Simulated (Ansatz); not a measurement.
**Basis-set limit of AlBH₂, singlet**

```xyz
4

B     0.0000    0.0000    1.4848
Al    0.0000    0.0000   -0.7557
H     0.0000    1.0050    2.1514
H     0.0000   -1.0050    2.1514
```

Connectivity, by distances: BH2–Al.

Ansatz 0.2.0, RHF determinant, valence electrons correlated. Energies in eV.

| set | X | functions | Hartree–Fock | MP2 correlation | CCSD(T) correlation | time |
| --- | --- | --- | --- | --- | --- | --- |
| def2-TZVPP | 3 | 101 | -7284.2507 | -4.1248 | -5.2175 | 1.4 s on 1 × NVIDIA H100 80GB HBM3 with 1 thread of AMD EPYC 7R13 Processor (Zen 3), on a shared host |
| def2-QZVPP | 4 | 187 | -7284.4604 | -4.4003 | -5.4212 | 1.9 s on 1 × NVIDIA H100 80GB HBM3 with 1 thread of AMD EPYC 7R13 Processor (Zen 3), with other jobs on the host |

Hartree–Fock is taken to follow E(X) = E∞ + A·exp(−7.88·√X), correlation E(X) = E∞ + B·X^−2.97.

Cautions: restricted determinant unstable towards unrestricted.

Problem. Work out the CCSD(T) energy at the limit, and how far the shortcut misses it that extrapolates MP2 and adds CCSD(T) minus MP2 from the smaller set.

Solution. Hartree–Fock: E∞ = E4 + 0.1377·(E4 − E3) = -7284.4892. Correlation: E∞ = E4 + 0.7407·(E4 − E3) = -5.5721 for CCSD(T) and -4.6044 for MP2. The limit is -7290.0613 eV, 0.180 eV below def2-QZVPP. The shortcut gives a correlation energy of -4.6044 + (-1.0927) = -5.6971, 125 meV lower than the direct value.

Past Ne part of the Hartree–Fock step between the two sets comes from the cores, which don't follow the formula, so the 29 meV that it adds to the total can overshoot; that part largely cancels in differences.
